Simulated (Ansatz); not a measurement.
This Ansatz (a program for electronic structure) input (MP2/cc-pCVQZ) gives -177.59114 Eh with 342 basis functions. A basis named .json is the Basis Set Exchange file of that set (core-valence sets with the plain set on hydrogen).

Ansatz 0.2 input:
```yaml
crystal:
  periodic: [false, false, false]
  atoms:
    - {symbol: C, position_ang: [0.00476229, 0.43392420, -0.00203639]}
    - {symbol: C, position_ang: [1.18383408, -0.15360148, 0.00493325]}
    - {symbol: F, position_ang: [-1.14596015, -0.26718838, -0.00280751]}
    - {symbol: H, position_ang: [-0.17580160, 1.50100015, -0.00772733]}
    - {symbol: H, position_ang: [1.28003303, -1.23028006, 0.01036986]}
    - {symbol: H, position_ang: [2.07783169, 0.45203897, 0.00524394]}
basis:
  gaussian:
    orbitals: cc-pCVQZ.json
magnetization: {spin_polarized: false}
correlation: {method: mp2, electrons: outside_noble_gas}
```

Change:
```diff
- orbitals: cc-pCVQZ.json
+ orbitals: cc-pwCVQZ.json
```

What does the run give now?

-177.59253 Eh (MP2/cc-pwCVQZ, 342 functions), a change of -1.39 mEh.
